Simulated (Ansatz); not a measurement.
```yaml
crystal:
  periodic: [false, false, false]
  atoms:
    - {symbol: Pd, position_ang: [0.000000, 0.000000, 0.000000]}
    - {symbol: C, position_ang: [0.000000, 0.000000, 2.150000]}
basis:
  gaussian: {orbitals: def2-TZVP}
hamiltonian: {xc: pbe0}
relax: {f_tol: 0.004, max_steps: 80}
```

```sh
$ ansatz run in.yaml --threads 1 --pin off --events-out ev --progress --plain --max-ram 2176MiB
```

Steps of the relaxation (energy above the last step; positions in Å, forces in eV/Å):

```
2
step 1, 1539.7 meV
Pd    0.000    0.000    0.000    0.000    0.000    4.611
C     0.000    0.000    2.150    0.000    0.000   -4.611
```

```
2
step 2, 51.3 meV
Pd    0.000    0.000    0.195    0.000    0.000    1.598
C     0.000    0.000    1.955    0.000    0.000   -1.598
```

```
2
step 3, 50.9 meV
Pd    0.000    0.000    0.253    0.000    0.000   -1.941
C     0.000    0.000    1.897    0.000    0.000    1.941
```

```
2
step 5, 0.0 meV
Pd    0.000    0.000    0.225    0.000    0.000   -0.001
C     0.000    0.000    1.925    0.000    0.000    0.001
```

Close pairs at the end: Pd1–C2 1.699 Å.

A stationary point of restricted PBE0 after 5 steps (its stability towards spin polarisation wasn't tested). 6.5 s on 1 thread of AMD EPYC 7R43, shared host.
